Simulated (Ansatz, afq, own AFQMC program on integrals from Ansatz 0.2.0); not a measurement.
## CH3B, singlet: AFQMC among the cluster methods

| atom | x (Å) | y (Å) | z (Å) |
| --- | --- | --- | --- |
| B | 0.0000 | 0.0000 | 0.8143 |
| C | 0.0000 | 0.0000 | -0.6867 |
| H | 0.0000 | 0.0000 | 1.9896 |
| H | 0.0000 | 0.9159 | -1.2706 |
| H | 0.0000 | -0.9159 | -1.2706 |

Connectivity, by distances: BH–CH2.

Basis cc-pVDZ. Only valence electrons are correlated. Ansatz 0.2.0 and our own AFQMC program on the same integrals; the CISD trial comes from CCSD amplitudes, and released means the phaseless constraint is let go. Error bars are statistical, one sigma.

Determinant: UHF, the one that the program's search chose, which needn't be the lowest solution. The geometry is a point of a scan.

No full CI on the walks' own integrals is used here; CCSDT(Q) serves as the reference and is uncertain by about the last step of the cluster series.

Cautions: an unrestricted solution with more broken spin lies lower (22 meV, ⟨S²⟩ 0.17), while this determinant keeps restricted orbitals.

The T1 diagnostic is 0.0151. The weight of the determinant in the CISD state is 0.881. The ⟨S²⟩ of the determinant is 0.000 and the size of the correlated space is 10 electrons in 41 orbitals.

Reference: CCSDT(Q), correlation energy -6.954 eV. The released energy is read at 2.40 1/Eh (meV from the phaseless value at times in 1/Eh: 16 ± 19 at 0.24, 13 ± 15 at 0.51, 11 ± 16 at 0.99, 9 ± 21 at 1.62, 15 ± 17 at 2.40).

| level | E − E(reference) (kJ/mol) | share of correlation (%) |
| --- | --- | --- |
| HF | 670.9 | 0.00 |
| MP2 | 103.3 | 84.61 |
| CCSD | 27.0 | 95.98 |
| CCSD(T) | 3.9 | 99.42 |
| CCSDT | 1.6 | 99.76 |
| ph-AFQMC/HF | -1.8 ± 6.6 | 100.27 |
| ph-AFQMC/CISD | -1.5 ± 2.6 | 100.22 |
| released AFQMC | 0.0 ± 1.6 | 100.00 |

A walk keeps the symmetry of its determinant, which the program's search chose and which needn't be the lowest solution, so a lower state of the same spin and another symmetry isn't excluded. Released energies are given only where the last usable release times agree within the noise; a slower fall can still hide under it.
